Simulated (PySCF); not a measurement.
Which functional comes closest?

Molecule: SMILES CN(C)P(C)C, C₄H₁₂NP.

Numbering as in the mapped SMILES `[CH3:1][N:2]([CH3:3])[P:4]([CH3:5])[CH3:6]`. Hydrogens are named by the atom that carries them.

Geometry PBE0-D3(BJ)/def2-SVP throughout; GIAO in PySCF 2.14, gas phase, one conformer, non-relativistic; equivalent atoms averaged; basis pcSseg-1.

Reference values (measured; E. Pretsch, P. Bühlmann, M. Badertscher, Structure Determination of Organic Compounds, 4th ed., Springer 2009): δ(P4) = 39.0 ppm vs 85 % H3PO4. Computed shifts are taken against H3PO4, calculated as an isolated molecule at each level.

Question: How do the functionals WP04, B97-2, BHandHLYP, CAM-B3LYP, wB97X-D, LC-wPBE perform against the reference? Times are CPU seconds on 1 thread of an Arm Neoverse V1, shared host.

Answer: 
```csv
functional,kind,P4,abs. error P,core-s
WP04,global hybrid,74.4,35.4,24
B97-2,global hybrid,41.3,2.3,23
BHandHLYP,global hybrid,41.4,2.4,23
CAM-B3LYP,range-separated hybrid,43.3,4.3,28
wB97X-D,range-separated hybrid,37.9,1.1,30
LC-wPBE,range-separated hybrid,27.0,12.0,43
```

For 31P the closest is wB97X-D (1.1 ppm) and the furthest WP04 (35.4 ppm). One molecule is a small sample, and vibrational and solvent effects are absent from the calculation.
